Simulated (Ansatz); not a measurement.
ClH4PSi (`P[SiH2]Cl`), relaxed with RKS PBE-D4/def2-SVP in Ansatz 0.2.0 from a rough embedded geometry. The force threshold is 0.03 eV/Å; the program also tests the step.

Charge 0, multiplicity 1.

Start:

```xyz
7

P    -0.571    0.584   -1.179
Si    0.083   -0.038    0.776
Cl   -1.408   -1.143    1.604
H    -0.495   -0.658   -1.799
H     0.711    1.015   -1.712
H     0.376    1.143    1.648
H     1.303   -0.904    0.662
```

```
step  energy (eV)  largest force (eV/Å)  largest move (Å)
   1  -29732.2378                 2.165             0.000
   2  -29732.3986                 0.408             0.134
   3  -29732.4314                 0.147             0.090
   4  -29732.4333                 0.043             0.014
   5  -29732.4338                 0.021             0.012
```

End:

```xyz
7

P    -0.626    0.644   -1.261
Si    0.114   -0.059    0.770
Cl   -1.428   -1.157    1.643
H    -0.493   -0.674   -1.830
H     0.704    1.030   -1.669
H     0.392    1.147    1.621
H     1.337   -0.931    0.726
```

It took 6.5 s on 2 threads of an Arm Neoverse V1 on a shared host, with 0.14 GiB of host memory at the peak.
